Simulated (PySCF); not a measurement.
Stepwise substitution at one centre (C Cl-H). Gas-phase values, no solvent. Strings in code marks are SMILES.

The vertical ionisation energy (Delta-SCF) from two functionals at the same geometries (PBE0-D4/def2-TZVP), both in PySCF: PBE-D3(BJ)/def2-TZVP and B3LYP-D3(BJ)/def2-TZVP. B3LYP has the VWN-RPA correlation part, as in Gaussian. Delta-SCF ions had no search for a lower state. 

```
species                                B3LYP-D3(BJ)/def2-TZVP (eV)
-------------------------------------  ---------------------------
1 of 4 Cl replaced by H (`ClC(Cl)Cl`)                        10.98
2 of 4 Cl replaced by H (`ClCCl`)                            11.01
3 of 4 Cl replaced by H (`CCl`)                              11.25
4 of 4 Cl replaced by H (`C`)                                14.16
```

Question: What does PBE-D3(BJ)/def2-TZVP give for each?

Answer: 
- 1 of 4 Cl replaced by H (`ClC(Cl)Cl`): 10.56
- 2 of 4 Cl replaced by H (`ClCCl`): 10.60
- 3 of 4 Cl replaced by H (`CCl`): 11.07
- 4 of 4 Cl replaced by H (`C`): 13.95
Over these rows, drawn at random from the members with no instability flagged (it was tested for open shells, ions and some series alone), PBE minus B3LYP-D3(BJ): mean -0.30 eV, from -0.42 eV to -0.18 eV.
